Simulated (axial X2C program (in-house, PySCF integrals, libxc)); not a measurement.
PF⁻: from the spin-free to the two-component result

Calculated with an axial X2C code built on PySCF integrals. Spin-free means the one-electron spin-free X2C Hamiltonian; two-component (2c) means X2C with spin–orbit coupling and atomic mean-field two-electron Coulomb and Gaunt terms, so the difference of the two also holds small scalar two-electron terms. Basis: P dyall-av3z [9s8p3d2f], F dyall-av3z [7s6p3d2f] (cores contracted in-house); Gaussian nuclei, density fitting, unrestricted open shells. Masses: P 30.974 u, F 18.998 u.

Spin-free state: M_S = 1/2, Λ = 1 (beyond evenly filled blocks: π+α, π+β, π-α); fragments P + F-.

```csv
level,Re (Å),ωe (cm⁻¹),De (eV),μ (D)
PBE0,1.697,660.4,2.054,1.98
BLYP,1.739,591.7,2.051,1.92
```

Dipoles are positive if F is the positive end and refer to the centre of mass.

Question: Within this multiplet, which Ω should lie lowest by the rule for regular and inverted multiplets?

Answer: The open π shell holds three electrons, one hole, so the multiplet is inverted: Ω = Λ + 1/2 = 3/2. The PBE0 2c search agrees, though Ω = 1/2 of the search lies only 0.03 eV higher.

Two-component determinant lowest at the distance of the search:

Ω = 3/2 (⟨Sz⟩ = 0.50, ⟨Lz⟩ = 1.00 at PBE0); fragments P + F-.

| level | Re (Å) | ωe (cm⁻¹) | De (eV) | μ (D) |
| --- | --- | --- | --- | --- |
| PBE0 | 1.697 | 660.1 | 2.068 | 1.97 |
| BLYP | 1.740 | 591.3 | 2.064 | 1.92 |

Question: From the two tables, how do the constants change at the PBE0 level (2c against spin-free)?

Answer: At the PBE0 level Re is unchanged within 0.001 Å and ωe falls by 0.3 cm⁻¹; De changes by 0.014 eV.

Occupations by symmetry block were frozen at the best pattern of an incomplete PBE0 search. Dissociation energies refer to the lowest single-determinant-based atoms at the same level and basis. Density functionals use the spin component along the axis (collinear). The highest occupied level is positive at some bond lengths even in Hartree–Fock (under at least one Hamiltonian), so the basis set holds the extra electron there; where that holds at Re the anion is at best weakly bound and its constants depend on the basis. Without a current term, density functionals place determinants with orbital angular momentum somewhat too high.
